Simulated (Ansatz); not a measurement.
Input file:

```yaml
crystal:
  periodic: [false, false, false]
  atoms:
    - {symbol: Si, position_ang: [0.000000, 0.030650, 0.526970]}
    - {symbol: C, position_ang: [0.000000, -0.131335, -1.333717]}
    - {symbol: H, position_ang: [0.000000, 1.348427, 1.227799]}
    - {symbol: H, position_ang: [1.215343, -0.735078, 0.927610]}
    - {symbol: H, position_ang: [-1.215343, -0.735078, 0.927610]}
    - {symbol: H, position_ang: [0.000000, 0.832681, -1.873946]}
basis:
  gaussian: {orbitals: STO-3G}
hamiltonian: {pseudopotentials: {relativity: none}}
correlation: {active_space: {ras: {orbitals: [6, 0, 6], electrons: 12, max_holes: 4, max_particles: 4}, fixed_orbitals: true}}
scf: {lower_state_search: light}
output: {forces: true}
```

```sh
$ ansatz run in.yaml --threads 1 --pin off --events-out ev --progress --plain --max-ram 2393MiB
```

Output:

```
211 factors; integrals over basis functions are off by at most 3.2e-5 eV
mean field evaluation 1: about -8847.2344 eV, gradient 8.3e0 eV
mean field evaluation 2: about -8847.2602 eV, gradient 8.3e0 eV
mean field evaluation 4: about -8847.6531 eV, gradient 5.5e-1 eV
mean field evaluation 8: about -8847.6555 eV, gradient 2.3e-6 eV
mean field -8847.65552927 eV, -325.1453435444 hartree, gradient 5.3e-7 eV, S^2 0.000000; 0 other end points of the search recorded, 0 dependent functions left out
reference -8847.65552927 eV, -325.1453435444 hartree; 12, 12 occupied and 6, 6 virtual orbitals, 211 factors
state -8850.85055631 eV, -325.2627586223 hartree
the calculation of the forces begins
Total energy: -8850.85055631 eV, -325.2627586223 hartree
Atom 0 at     0.000000     0.030650     0.526970 Å, force    -0.000000    -0.144523     1.754699 eV/Å
Atom 1 at     0.000000    -0.131335    -1.333717 Å, force     0.000000    -1.730229    -0.733493 eV/Å
Atom 2 at     0.000000     1.348427     1.227799 Å, force    -0.000000    -0.768244    -0.524158 eV/Å
Atom 3 at     1.215343    -0.735078     0.927610 Å, force    -0.792146     0.533098    -0.093429 eV/Å
Atom 4 at    -1.215343    -0.735078     0.927610 Å, force     0.792146     0.533098    -0.093429 eV/Å
Atom 5 at     0.000000     0.832681    -1.873946 Å, force     0.000000     1.576800    -0.310189 eV/Å
Dipole moment:     0.000000     0.255764     0.108961 e Å
```

Natural occupations: 1.9837 1.9784 1.9709 1.9667 1.9651 1.8912 0.1089 0.0374 0.0288 0.0253 0.0226 0.0210.

Forces (eV/Å):
```
Si   0.000 -0.145  1.755
C    0.000 -1.730 -0.733
H    0.000 -0.768 -0.524
H   -0.792  0.533 -0.093
H    0.792  0.533 -0.093
H    0.000  1.577 -0.310
```

Ran on 1 thread of Intel Xeon, shared host: 3.2 s wall, 0.21 GiB peak host memory.
